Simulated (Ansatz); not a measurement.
Other spins and charges of HGe–PH, doublet at one geometry

Geometry (PBE0/def2-TZVP stationary point for this spin, not checked as a minimum):

```xyz
4

Ge    0.0000   -0.0562    0.6389
P     0.0000    0.1316   -1.4889
H     0.0000    1.2721    1.4631
H     0.0000   -1.2656   -1.7544
```

Basis cc-pVTZ; Ansatz 0.2.0. Correlated methods freeze the noble-gas cores and the filled d shells of p-block atoms. Prefix R: restricted or restricted open-shell reference; prefix U: unrestricted. Active spaces: valence = (11e, 10o) chosen from the atoms' valence shells. No spin–orbit coupling is included, and no scalar relativity.

Gaps are energies of the second state less the first, at fixed atoms, for a selection of the levels run; each method lands on the state that its own search finds for that charge and spin.

Unrestricted rows (U, and Kohn–Sham where it breaks symmetry) aren't spin-pure: their determinants' ⟨S²⟩ exceeds S(S+1) by up to 0.47, so they mix in states of higher spin. A value is left out where its run failed or describes another state than the reference as far as symmetry and spin tell, or, spin-broken singlets apart, can't be checked.

Problem. PBE gives 8.864 eV for removing an electron, to the triplet. Estimate what UCCSDT(Q) gives in cc-pVTZ.

Solution. UCCSDT(Q) in cc-pVTZ gives 8.837 eV, so against it PBE is off by 0.027 eV.

```tsv
level	gap (eV)	error (meV)	⟨S²⟩ where 0.1 over S(S+1) (first / second)
UHF	7.647	-1190	1.22 / –
UMP2	8.425	-412	1.22 / –
UCCSD	8.650	-187	1.22 / –
UCCSD(T)	8.786	-51	1.22 / –
BCCD(T)	8.820	-17	– / –
UCCSDT	8.812	-25	1.22 / –
CASSCF (valence space)	7.902	-935	– / –
NEVPT2 (valence space)	8.683	-154	– / –
MRCISD (valence space)	8.676	-161	– / –
MRCISD+Q (valence space)	8.816	-21	– / –
r2SCAN	8.858	21	– / –
PBE0	8.773	-64	– / –
B3LYP	8.839	2	– / –
wB97M-V	8.706	-131	– / –
B2PLYP	8.782	-55	– / –
RPA-PBE	9.029	192	– / –
```

Quartet less doublet: 2.115 eV at UCCSDT(Q).

```csv
level,gap (eV),error (meV),⟨S²⟩ where 0.1 over S(S+1) (first / second)
UHF,1.143,-972,1.22 / –
UMP2,1.696,-419,1.22 / –
UCCSD(T),2.056,-59,1.22 / –
BCCD(T),2.096,-19,– / –
UCCSDT,2.086,-29,1.22 / –
CASSCF (valence space),2.023,-92,– / –
MRCISD (valence space),2.122,7,– / –
B3LYP,2.155,40,– / –
wB97M-V,2.067,-48,– / –
RPA-PBE,2.152,37,– / –
```

Functionals correlate the shells that the reference freezes, so part of their error here is the reference's.

Full CI isn't at hand for all of this; UCCSDT(Q) serves as the reference, and is uncertain by about the last step of the cluster series. The frozen core follows each run's orbitals, which can shift R against U totals by a few meV for light atoms and by up to 0.1 eV past Ca.
